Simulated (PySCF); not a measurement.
This PySCF input asks for the NMR shieldings of SMILES ClCC1CC1, C$_{4}$H$_{7}$Cl; the geometry comes from PBE0-D3(BJ)/def2-SVP.

```python
import basis_set_exchange as bse
import numpy as np
from pyscf import gto, dft
from pyscf.prop import nmr

atoms = """
Cl    2.658099    0.169091   -0.714415
C     1.309279   -0.510516    0.257424
C    -0.010440   -0.331354   -0.421978
C    -0.706431    0.992770   -0.359216
C    -1.247935   -0.169400    0.417171
H     1.329259    0.003731    1.228998
H     1.543673   -1.571637    0.420689
H    -0.115457   -0.897159   -1.353347
H    -0.210681    1.796689    0.192635
H    -1.250876    1.328906   -1.244863
H    -2.166695   -0.650119    0.071894
H    -1.131793   -0.161032    1.504992
"""
names = dict.fromkeys(["Cl", "C", "H"], "pcSseg-1")
basis = {el: gto.basis.parse(bse.get_basis(n, elements=[el], fmt="nwchem")) for el, n in names.items()}
mol = gto.M(atom=atoms, basis=basis, charge=0, verbose=0)
mf = dft.RKS(mol, xc="PBE0")
mf.grids.level = 2
mf.grids.alignment = dft.numint.BLKSIZE   # the property module wants whole blocks of grid points
mf.conv_tol = 1e-9
mf.kernel()

calc = nmr.RKS(mf)   # GIAO
C = mf.mo_coeff
Co = C[:, mf.mo_occ > 0]
resp = mf.gen_response(singlet=True, hermi=2)
def vind(x):   # induced exchange potential for any number of trial vectors
    d = np.einsum("pi,xij,qj->xpq", C, 2 * x.reshape(-1, C.shape[1], Co.shape[1]), Co, optimize=True)
    return np.einsum("xpq,pi,qj->xij", resp(d - d.transpose(0, 2, 1)), C, Co, optimize=True).ravel()
mo1, _ = nmr.rhf.solve_mo1(calc, with_cphf=vind)
sigma = calc.kernel(mo1)
for i, s in enumerate(sigma):   # ppm
    print("%2d %-2s %9.2f" % (i, mol.atom_pure_symbol(i), np.trace(s) / 3))
```

Q: What does it print?

A: 
```
 0 Cl    845.00
 1 C     128.26
 2 C     168.74
 3 C     176.89
 4 C     176.18
 5 H      28.95
 6 H      27.29
 7 H      30.30
 8 H      30.95
 9 H      30.62
10 H      30.63
11 H      31.07
```

These numbers come from an equivalent density-fitted implementation of the same equations, which agrees with the script to about 0.01 ppm for H and up to a few tenths of a ppm for heavy atoms, so last digits may differ.

Q: Turn these shieldings into chemical shifts. Referencing at the same level of theory: ³⁵Cl (943.27 ppm) against HCl; ¹³C (184.41 ppm) and ¹H (31.27 ppm) vs TMS.

A: Averaging equivalent atoms: Cl 0: 98; C 1: 56.2; C 2: 15.7; C 3/4: 7.9; H 5/6: 3.15; H 7: 0.97; H 9/10: 0.64; H 8/11: 0.26 ppm. 

Size and cost of the density-fitted run: 127 basis functions, about 14 core-seconds.
